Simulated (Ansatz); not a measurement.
# Al2H2 (quintet): wave-function methods side by side, def2-QZVPP

One table from this session's results is given with a row withheld; the runs are named, their logs left out.

Computed with Ansatz 0.2.0, Gaussian basis. Level: def2-QZVPP, core rule «outside noble gas», up to 10 orbitals frozen.

Plan: UHF; ROHF; CCSD(T) on UHF.

2 further runs of the same task are left out: 2 set aside as unsound or not needed.

## What is computed

The geometry is a PBE0/def2-TZVP stationary point (not a proven minimum) of the parent state, kept for this charge and spin.

4 atoms, charge 0, spin multiplicity 5.

Atoms are counted from 1 here; the program's logs count them from 0.

Bond lengths: Al1–Al2 2.545 Å, Al1–H3 1.589 Å, Al1–H4 1.589 Å. Angles: Al2–Al1–H3 116.8°, Al2–Al1–H4 116.8°, H3–Al1–H4 126.5°.

Set-up of the first run:

File in.yaml:

```yaml
crystal:
  periodic: [false, false, false]
  atoms:
    - {symbol: Al, position_ang: [0.000000, 0.000000, -1.200958]}
    - {symbol: Al, position_ang: [0.000000, 0.000000, 1.344142]}
    - {symbol: H, position_ang: [0.000000, 1.418400, -1.916458]}
    - {symbol: H, position_ang: [0.000000, -1.418400, -1.916458]}
basis:
  gaussian: {orbitals: "def2-QZVPP.json"}
magnetization: {spin_polarized: true, initial_magnetization: 4}
hamiltonian: {xc: hf}
output: {orbitals: {seedname: orbitals}}
```

On the command line:

```sh
$ ansatz run in.yaml --threads 1 --pin off --events-out ev --progress --plain --max-ram 4096MiB --backend cpu
```

Steps of the session up to this table: UHF; ROHF; CCSD(T) on UHF.

One of the session's tables, all rows but one given; the rest of the session is left out.

It belongs to the step «Misses and costs». 

```
  method  from UCCSD(T) (meV)
    ROHF                    ?
     UHF              +3426.3
    UMP2               +788.6
   UCCSD               +101.4
UCCSD(T)                    0
```

Q: Estimate the row for ROHF from the others.

**Answer.** from UCCSD(T) (meV): +3449.0. In the column «from UCCSD(T) (meV)» it is the highest.
